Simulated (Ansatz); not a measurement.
**Worked example: building the atomization energy of C2H5Cl, singlet**

Measured: the G2/97 heats of formation, with zero-point and thermal terms from B3LYP taken off, give an electronic atomization energy of 691.1 kcal/mol (Curtiss et al., J. Chem. Phys. 106, 1063 (1997); Staroverov et al., J. Chem. Phys. 119, 12129 (2003)). The calculation below tries to reproduce it.

Geometry (MP2(full)/6-31G*, from the G2/97 set):

```xyz
8

C     0.0947    0.8946    0.0000
C     1.6005    0.7348    0.0000
Cl   -0.7289   -0.6930    0.0000
H    -0.2503    1.4286    0.8852
H    -0.2503    1.4286   -0.8852
H     2.0716    1.7218    0.0000
H     1.9339    0.1912    0.8854
H     1.9339    0.1912   -0.8854
```

Atomization energies (atoms less molecule, kcal/mol) from Ansatz 0.2.0, frozen cores, restricted molecule, unrestricted atoms, sets cc-pV(D+d)Z, cc-pV(T+d)Z, cc-pV(Q+d)Z:

```json
{"level": "HF", "DZ": "514.38", "TZ": "522.16", "QZ": "522.84"}
{"level": "CCSD(T)", "DZ": "644.35", "TZ": "675.97", "QZ": "685.17"}
{"level": "CCSDT", "DZ": "644.27", "TZ": "675.45", "QZ": "–"}
{"level": "CCSDT(Q)", "DZ": "644.66", "TZ": "675.92", "QZ": "–"}
```

Problem. Extrapolate Hartree–Fock with exp(−5.46 √X) and the CCSD(T) correlation part with X⁻³ (X = 3, 4), add each higher step from the largest set that has it, and compare with the measured value.

Solution. Hartree–Fock: 522.84 + (522.84 − 522.16) × 0.301 = 523.04.
Correlation: TZ 153.81, QZ 162.33; (64 × 162.33 − 27 × 153.81) / 37 = 168.55.
Full triples (TZ): 675.45 − 675.97 = -0.52.
(Q) (TZ): 675.92 − 675.45 = 0.47.
Sum: 691.5 kcal/mol, 0.4 above the measured 691.1.

The steps beyond CCSD(T) add -0.05 kcal/mol, while going from QZ to the limit adds 6.42. Core correlation, scalar relativity, spin–orbit terms and the relaxation from this MP2 geometry are missing from the sum, and the measured value has its own uncertainty.
